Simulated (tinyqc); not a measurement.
Stretching all distances: RHF, UHF, MP2, CISD and CCSD against full CI in the sto-3g basis, for LiH, spin multiplicity 1. Computed by the program tinyqc with PySCF. 

Geometry (angstrom):

| atom | x | y | z |
|---|---|---|---|
| Li | 0.0000 | 0.0000 | 0.0000 |
| H | 0.0000 | 0.0000 | 1.3850 |

All coordinates are multiplied by the scale. c0^2 is the weight of the RHF determinant in the lowest singlet FCI state (UHF is spin-contaminated and may lie near states of higher spin) and n(LUMO) the first natural occupation beyond the occupied space.

Full CI energy (hartree) and errors against it (kcal/mol):

| scale | distance 1-2 (angstrom) | E(FCI) | RHF | UHF | MP2 | CISD | CCSD | <S^2> UHF | c0^2 | n(LUMO) |
|---|---|---|---|---|---|---|---|---|---|---|
| 0.870 | 1.205 | -7.85347 | 10.558 | 10.558 | 3.540 | 0.006 | 4.09e-03 | 0.000 | 0.982 | 0.028 |
| 1.160 | 1.607 | -7.88221 | 12.907 | 12.907 | 4.776 | 0.008 | 0.007 | 0.000 | 0.974 | 0.043 |
| 1.460 | 2.022 | -7.85943 | 19.401 | 19.401 | 8.215 | 0.014 | 0.012 | 0.000 | 0.946 | 0.091 |
| 1.760 | 2.438 | -7.82797 | 30.931 | 17.033 | 14.573 | 0.027 | 0.023 | 0.719 | 0.879 | 0.201 |
| 2.050 | 2.839 | -7.80500 | 47.485 | 9.176 | 23.493 | 0.047 | 0.042 | 0.896 | 0.767 | 0.386 |
| 2.340 | 3.241 | -7.79237 | 67.201 | 4.164 | 32.236 | 0.068 | 0.062 | 0.959 | 0.659 | 0.586 |
| 2.640 | 3.656 | -7.78646 | 86.599 | 1.774 | 36.488 | 0.082 | 0.074 | 0.984 | 0.589 | 0.742 |

UHF parts from RHF first at scale 1.76 of those listed, where <S^2> leaves zero. The weight c0^2 goes from 0.98 to 0.59 and n(LUMO) from 0.03 to 0.74: static correlation grows as the bonds break into open-shell fragments. The spread of the error along the curve, which distorts its shape, is CCSD 0.1, CISD 0.1, UHF 17.6, MP2 32.9, RHF 76.0 kcal/mol.
